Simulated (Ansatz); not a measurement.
Silicon tetrafluoride (`F[Si](F)(F)F`), 5 atoms. The species carries charge 0 and has multiplicity 1. All runs use 4 threads of an Arm Neoverse V2 on a shared host. Correlated methods freeze the cores. Open-shell runs search over several starts.

Question: Give the basis size and wall time and peak host memory of each of these runs in Ansatz. RKS revPBE-D4/def2-TZVPP energy; UHF-CCSD(T)/def2-TZVPP energy of the cation; RKS ωB97M-V/def2-SVP energy; RHF-MP2/def2-QZVPP energy; UKS ωB97X-V/def2-TZVPP energy of the cation; UKS B2PLYP (frozen core)/def2-TZVPP energy of the cation; RKS PBE0-D4/def2-TZVP frequencies; RKS ωB97M-V/def2-TZVPP energy and forces; RHF-CCSD(T)/def2-SVP energy; RKS HSE06 (plane-wave form)-D4/def2-TZVPP energy; UKS r2SCAN-D4/def2-TZVPP energy of the cation; direct RPA on PBE orbitals/def2-TZVPP energy. (Estimate.)

Answer: Ansatz gave: Other jobs shared the machine, so times are rough.

```tsv
level	job	functions	wall time	peak host memory (GiB)
RKS revPBE-D4/def2-TZVPP	energy	166	0.7 s	0.18
RKS HSE06 (plane-wave form)-D4/def2-TZVPP	energy	166	1.1 s	0.34
RHF-CCSD(T)/def2-SVP	energy	74	1.1 s	0.21
direct RPA on PBE orbitals/def2-TZVPP	energy	166	1.6 s	0.29
RKS ωB97M-V/def2-SVP	energy	74	1.9 s	0.19
RKS ωB97M-V/def2-TZVPP	energy and forces	166	3.6 s	0.42
RHF-MP2/def2-QZVPP	energy	298	5.5 s	0.93
UKS r2SCAN-D4/def2-TZVPP	energy of the cation	166	17 s	0.42
RKS PBE0-D4/def2-TZVP	frequencies	161	24 s	0.32
UKS ωB97X-V/def2-TZVPP	energy of the cation	166	24 s	0.76
UKS B2PLYP (frozen core)/def2-TZVPP	energy of the cation	166	56 s	0.52
UHF-CCSD(T)/def2-TZVPP	energy of the cation	166	3.5 min	3.9
```
